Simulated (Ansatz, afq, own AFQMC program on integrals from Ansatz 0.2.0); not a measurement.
Integrals from Ansatz 0.2.0, then the random walk in our own AFQMC program (afq).

```yaml
crystal:
  periodic: [false, false, false]
  atoms:
    - {symbol: B, position_ang: [0.000000, 0.084416, 0.783587]}
    - {symbol: C, position_ang: [0.000000, -0.120961, -0.584032]}
    - {symbol: H, position_ang: [0.000000, 0.535945, -1.445249]}
basis:
  gaussian: {orbitals: 6-31G}
magnetization: {spin_polarized: true, initial_magnetization: 2}
correlation: {method: ccsd_t, electrons: outside_noble_gas, hamiltonian_folder: ham}
```

```sh
$ ansatz run in.yaml --threads 1 --pin off --events-out ev --progress --plain --max-ram 1843MiB
```

Options of the walk:

```
--method phaseless --trial cisd --walkers 160 --populations 1 --least-time 40 --time-step 0.005 --steps-per-block 50 --equilibration-blocks 28 --max-blocks 300 --target-error 0.00034 --factor-cut 1e-05 --start spin_pure --seed 4865 --release-times 0.24,0.5,1,1.5 --release-step 0.02 --release-every 4 --taylor-order 6
```

Times are imaginary, in 1/Eh. The walk had a cap of 511 s.

Output of the walk:

```
orbitals 18  electrons 5 3  factors 116 of 285
reference energy -62.92090115 Eh
CCSD correlation -0.12917404 Eh in 17 cycles, weight of the determinant in the CISD state 0.8516
energy of the start -63.046275 Eh
 block  time / (1/Eh)  mean weight  energy / Eh
     1     0.250  1.0001  -63.046912
     2     0.500  1.0003  -63.048338
     3     0.750  0.9996  -63.050305
     4     1.000  1.0001  -63.052605
     5     1.250  1.0002  -63.054537
     7     1.750  1.0005  -63.053646
     9     2.250  0.9996  -63.053346
    11     2.750  0.9999  -63.053481
    21     5.250  0.9997  -63.056445
    31     7.750  1.0001  -63.053602
    41    10.250  1.0002  -63.056503
    51    12.750  1.0003  -63.056454
    61    15.250  1.0000  -63.061368
    71    17.750  1.0005  -63.058258
    81    20.250  0.9998  -63.056617
    91    22.750  1.0005  -63.049480
   101    25.250  0.9999  -63.053719
   111    27.750  1.0002  -63.053166
   121    30.250  1.0006  -63.055094
   131    32.750  0.9995  -63.057406
   141    35.250  0.9996  -63.057973
   151    37.750  1.0002  -63.054606
   161    40.250  0.9998  -63.053283
   166    41.500  1.0001  -63.069068
   171    42.750  1.0004  -63.057218
   181    45.250  1.0000  -63.056146
   191    47.750  1.0005  -63.053493
   201    50.250  0.9997  -63.056072
   206    51.500  0.9998  -63.060831
blocks merged  error / Eh  count
     1  0.000210  180
     2  0.000251  90
     4  0.000299  45
     8  0.000339  22
    16  0.000341  11
released: time / (1/Eh)  energy / Eh  error  mean overlap
  0.24  -63.055809  0.000399  1.0020
  0.50  -63.056324  0.000322  0.9963
  1.00  -63.056818  0.000340  0.9917
  1.50  -63.056970  0.000326  0.9930
energy -63.055655 +/- 0.000339 Eh
(rows thinned)
```

The run passed its tests (sampling time, drift between the halves within three errors, error under three times the target), which doesn't prove that it has relaxed. The second half of the sampling lies below the first by 2.4 errors of their difference, so the energy may still be moving and its error bar be too small.

Against this walk (error 9.2 meV) on the same determinant: CCSD(T) 15.3 meV higher (within the noise), CCSDT(Q) 51.4 meV lower, CCSDTQ 49.6 meV lower, full CI for this spin (own frozen core, lowest symmetry allowed) 50.8 meV lower. The error is statistical and leaves out the bias of the constraint. The determinant has ⟨S²⟩ = 2.16, so the low cluster orders mix in higher spin (the high orders can go on to a lower state of that spin), while the walk starts as a pure triplet. None of these is a sure reference here. The released energies are still falling (meV from the phaseless value at times in 1/Eh: -4 ± 11 at 0.24, -18 ± 9 at 0.50, -32 ± 9 at 1.00, -36 ± 9 at 1.50), so they give no level.

Cautions: constraint bias not in the error; higher spins were not checked; strong correlation (T1 0.060, weight of the determinant 0.85, largest double 0.13); unrestricted determinant spin contaminated (⟨S²⟩ 2.16 against 2.00).

The walk took 3.4 min on 1 thread of Intel(R) Xeon(R) Platinum 8375C CPU @ 2.90GHz (Ice Lake), with other jobs on the host. The log's last line is the phaseless energy.

CCSDT and higher add their correlation energy to the determinant of the CCSD(T) run, since their own runs factorise the integrals more tightly (a shift of under 2 meV). A walk keeps the symmetry of its determinant, which the program's search chose and which needn't be the lowest solution, so a lower state of the same spin and another symmetry isn't excluded.
